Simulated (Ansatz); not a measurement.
in.yaml

```yaml
crystal:
  periodic: [false, false, false]
  atoms:
    - {symbol: Cl, position_ang: [0.000000, -1.659843, 0.000000]}
    - {symbol: Ge, position_ang: [0.000000, 0.405055, 1.216973]}
    - {symbol: Ge, position_ang: [0.000000, 0.405055, -1.216973]}
basis:
  gaussian: {orbitals: cc-pVDZ}
magnetization: {spin_polarized: false, initial_magnetization: 4}
correlation: {method: mp2, electrons: outside_noble_gas}
scf: {lower_state_search: full}
output: {forces: true}
```

```sh
$ ansatz run in.yaml --threads 1 --pin off --events-out ev --progress --plain --max-ram 2393MiB
```

Q: What does the program do with this input?

A: Refused. The input was made wrong on purpose (multiplicity of wrong parity), so the run isn't a sound calculation of what was asked.
```
Error: a molecule whose nuclei and cores have a total charge of 81 cannot have a net charge of 0 together with 4 unpaired electrons
```
